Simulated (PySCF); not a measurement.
# Excitation energies in several basis sets

Phosphorus pentafluoride, PF5.
SMILES with atom numbers: `[F:1][P:2]([F:3])([F:4])([F:5])[F:6]`

Structure used (PBE0-D3(BJ)/def2-SVP), in Å, numbered top down from 1:
```
atom  x, y, z in Å
F1     0.6422   -0.5738   -1.3522
P2     0.0032   -0.0053   -0.0075
F3     1.1101    1.1043    0.0491
F4     0.2439   -1.3887    0.6915
F5    -1.3442    0.2681   -0.7626
F6    -0.6358    0.5639    1.3371
```

TDDFT with PBE0 (PySCF), vertical singlets, core orbitals frozen in the response, spherical d and f functions. Geometry: PBE0-D3(BJ)/def2-SVP; no solvent, vibrations or thermal averaging.

| basis | functions | diffuse | S1 (eV) | S2 (eV) | S3 (eV) | S4 (eV) | S5 (eV) | LUMO (eV) | α (au) |
| --- | --- | --- | --- | --- | --- | --- | --- | --- | --- |
| 6-31+G* | 112 | yes | 9.72 | 9.73 | 10.42 | 10.42 | 10.94 | -0.80 | 24.1 |
| aug-cc-pVDZ | 142 | yes | 9.68 | 9.68 | 10.40 | 10.40 | 10.88 | -0.78 | 26.2 |
| def2-TZVP | 192 | no | 10.23 | 10.23 | 10.97 | 10.97 | 11.47 | 0.06 | 23.1 |
| def2-TZVPD | 243 | yes | 9.90 | 9.90 | 10.62 | 10.62 | 11.08 | -0.61 | 26.8 |
| aug-cc-pVTZ | 280 | yes | 9.87 | 9.87 | 10.59 | 10.59 | 11.06 | -0.64 | 26.7 |

Compare the sets with the largest diffuse one.

States are compared by their number. Against the largest diffuse basis here (aug-cc-pVTZ, itself not a converged limit), sets without diffuse functions differ by up to 0.37 eV in S1 and 0.41 eV in S5; the smaller diffuse sets differ by up to 0.19 and 0.17 eV. Every set without diffuse functions puts S1 more than 0.3 eV higher, so even the lowest state needs them here. State by state, the largest deviation of a set without diffuse functions is S1 0.37, S2 0.37, S3 0.38, S4 0.38, S5 0.41 eV. The same number needn't mean the same state in each row. Against aug-cc-pVTZ the polarisability deviates by -10% in 6-31+G*, -2% in aug-cc-pVDZ, -14% in def2-TZVP, 0% in def2-TZVPD.
